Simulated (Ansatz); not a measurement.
Rutile MnF2, treated with B3LYP (VWN-RPA form) in Ansatz (PAW).

From the output:

```
WARN output.stress: scf.exx.energy_threshold = 1e-6 eV is looser than the 6e-8 eV advised for a stress under a hybrid functional (1e-8 eV for each atom of the …
Crystal: 6 atoms, lattice volume = 78.642 Å³
Basis set: ecut = 460 eV, 1771 PW (Γ), exchange–correlation on 72×72×48 points (8 copies of the dense FFT grid, shifted against one another)
Bands: 41, of which v1, the nominal top of the filled ones, is band 29 counted from 1 (28 counted from 0)
Symmetry: 8 space group operations
Space group: Cmmm (ITA 65), of the structure as read, at distance tolerance 4.3e-5 Å
k-points: 65 of 288
Initial density: superposition of atomic densities (chi_scale 0.1, normalization cell, long waves kept (reshape's long-wave potential 0.01 eV rms))
Functional: x = 0.1 slater + 0.9 b88, c = 0.19 vwn_rpa + 0.81 lyp, warm-up for x = 0.08 slater + 0.72 b88 + 0.2 exact, c = 0.19 vwn_rpa + 0.81 lyp
spin=Collinear: Kerker preconditioning applied to the charge; magnetization (m = ρ↑ − ρ↓) channel mixes plain (no charge-response kernel on spin).
Crystal: 6 atoms, lattice volume = 78.642 Å³
Initial density: handed on by an earlier stage of this run
Functional: x = 0.08 slater + 0.72 b88 + 0.2 exact, c = 0.19 vwn_rpa + 0.81 lyp
Crystal: 6 atoms, lattice volume = 78.642 Å³
SCF 3 converged in 7 iterations: F = -11058.948508 eV  dr2 = 5.17e-11
Magnetization: 0.0000 μB (29.0000 up, 29.0000 down)
Free energy (F): -11058.948508 eV
Internal energy: -11058.948508 eV  (E = F + TS)
E sigma→0 (E₀):  -11058.948508 eV
Fermi energy:    7.242226 eV
--- Forces (eV/Å), atoms counted from 1 ---
  atom   1  Mn    -0.00000000    -0.00000000     0.00000000
  atom   2  Mn     0.00000000     0.00000000     0.00000000
  atom   3  F      0.00076017     0.00076017     0.00000000
  atom   4  F      0.00074076    -0.00074076     0.00000000
  atom   5  F     -0.00074076     0.00074076     0.00000000
  atom   6  F     -0.00076017    -0.00076017     0.00000000
--- Stress (GPa, compression-positive) ---
        2.645954       0.000013       0.000000
        0.000013       2.645954       0.000000
        0.000000       0.000000       2.350365
  P = ⅓ Tr σ = 2.5474 GPa (25.474 kbar)
```

Write an input file that could have produced this run (the log leaves some choices open).

Several could match; the one computed here: 
Ansatz 0.2 input:
```yaml
crystal:
  lattice:
    - [4.8738, 0.0, 0.0]
    - [0.0, 4.8738, 0.0]
    - [0.0, 0.0, 3.3107]
  atoms:
    - { symbol: Mn, position: [0.0, 0.0, 0.0], spin: 5.0 }
    - { symbol: Mn, position: [0.5, 0.5, 0.5], spin: -5.0 }
    - { symbol: F, position: [0.3038989847, 0.3038989847, 0.0], spin: 0.0 }
    - { symbol: F, position: [0.8038992642, 0.1961007358, 0.5], spin: 0.0 }
    - { symbol: F, position: [0.1961007358, 0.8038992642, 0.5], spin: 0.0 }
    - { symbol: F, position: [0.6961010153, 0.6961010153, 0.0], spin: 0.0 }
basis:
  ecutwfc: 460
  ecutrho_ratio: 4
  xc_grid: 2
kpoints:
  mp_grid: { grid: [6, 6, 8] }
hamiltonian:
  xc: b3lyp
  dispersion: none
  pseudopotentials: { kind: paw }
scf:
  occupations: { method: fermi_dirac, width: 0.01 }
  convergence: { dr2_threshold: 0.0000000006 }
output:
  forces: true
  stress: true
  eigenvalues: true
magnetization:
  spin_polarized: true
```

The PAW data were made under PBE.

Note: cell and atoms aren't relaxed at this level (pressure 2.5 GPa).

Cost on a shared machine: about 21 core-minutes (a rough figure).

Ansatz is an electronic-structure program.
